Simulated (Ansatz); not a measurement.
BaPrO₃ (Pnma, No. 62; cell taken from a computed entry) was calculated with LDA (Ansatz, a program for electronic structure, PAW).

Run with plane-wave cutoff 520 eV, 6×4×6 k mesh (along the axes of the cell as run), Fermi–Dirac smearing 0.01 eV, spin-polarised start, scalar-relativistic PAW data made under PBE.

Cell (relaxed with PBEsol):

```xyz
20
Lattice="6.1514 0.0000 0.0000 0.0000 8.6787 0.0000 0.0000 0.0000 6.1705" Properties=species:S:1:pos:R:3 pbc="T T T"
Ba     0.1394     2.1697     6.1242
Ba     6.0120     6.5090     0.0462
Ba     2.9363     6.5090     3.0390
Ba     3.2150     2.1697     3.1315
Pr     0.0000     0.0000     3.0852
Pr     3.0757     0.0000     0.0000
Pr     3.0757     4.3393     0.0000
Pr     0.0000     4.3393     3.0852
O      1.7042     3.9695     4.4675
O      4.4472     4.7092     1.7029
O      1.3715     4.7092     1.3823
O      4.7798     3.9695     4.7882
O      4.7798     0.3698     4.7882
O      1.3715     8.3088     1.3823
O      4.4472     8.3088     1.7029
O      1.7042     0.3698     4.4675
O      2.9732     2.1697     0.4819
O      3.1781     6.5090     5.6885
O      0.1025     6.5090     3.5672
O      6.0489     2.1697     2.6033
```

**Question.** What does this level give for the band gap?

**Answer.** 
* **band gap**: 0.11 eV

Note: the magnetic order was assumed, not searched for or taken from measurement; the 4f shell is treated without U or exact exchange, so its levels and filling can be wrong; cell and atoms aren't relaxed at this level (pressure -3.3 GPa).

Spin–orbit coupling is not included; it can close the smallest gap of 0.11 eV.

Static lattice: no zero-point or thermal effects.

It cost very roughly 15 core-minutes of CPU time.
